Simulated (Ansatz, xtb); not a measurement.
Pair of molecules: H2O (SMILES O) (first 3 atoms) with CH5N (SMILES CN); geometry from S66by8 set.
(charge 0, multiplicity 1):
| atom | x (Å) | y (Å) | z (Å) |
|---|---|---|---|
| O | -2.2441 | -0.5644 | -0.0053 |
| H | -2.6027 | 0.3233 | 0.0270 |
| H | -1.2826 | -0.4268 | 0.0108 |
| N | 0.9289 | -0.3395 | 0.0213 |
| H | 1.2243 | -0.8922 | -0.7735 |
| H | 1.2390 | -0.8503 | 0.8382 |
| C | 1.5883 | 0.9688 | -0.0189 |
| H | 1.2777 | 1.5506 | 0.8456 |
| H | 2.6796 | 0.9295 | -0.0279 |
| H | 1.2616 | 1.5048 | -0.9067 |

Interaction energies are E(AB) − E(A) − E(B) at the monomers' geometry in the complex; basis-set methods are counterpoise corrected.

Cores are frozen in the correlated methods.

Codes used: Ansatz (Gaussian basis) for Hartree–Fock, density functionals and correlated methods; xtb for the GFN methods. Values without a source in brackets are computed.

Question: One of these levels gives -211.4 meV for the interaction energy. Name it.
(A) GFN1-xTB
(B) CCSD/aug-cc-pVDZ
(C) PBE/def2-TZVPPD

Answer: A, GFN1-xTB. The others give -277.1 (PBE/def2-TZVPPD), -244.5 (CCSD/aug-cc-pVDZ)

Ansatz is a program for electronic structure.
